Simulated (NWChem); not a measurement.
## Correlation energy of silicon monoxide (OSi)

```xyz
2

Si     0.0000     0.0000     0.5539
O      0.0000     0.0000    -0.9694
```
Charge 0, spin multiplicity 1.

All runs are NWChem calculations. All single points use one geometry, from PBE0/def2-SVP, a minimum by its harmonic frequencies.

Basis set: def2-QZVP. Each correlation energy counts from its own Hartree-Fock reference.

The correlated methods keep 6 core orbitals frozen. Coupled-cluster values serve here as a point of comparison, not as the truth.

**Question.** For the correlation energy, CR-CCSD(T) gives -375.3 mHa and MP2 gives -362.3 mHa. What do CCSD(T), SCS-MP2, CCSD give?

**Answer.** CCSD(T): -379.3 mHa; SCS-MP2: -357.7 mHa; CCSD: -359.5 mHa.
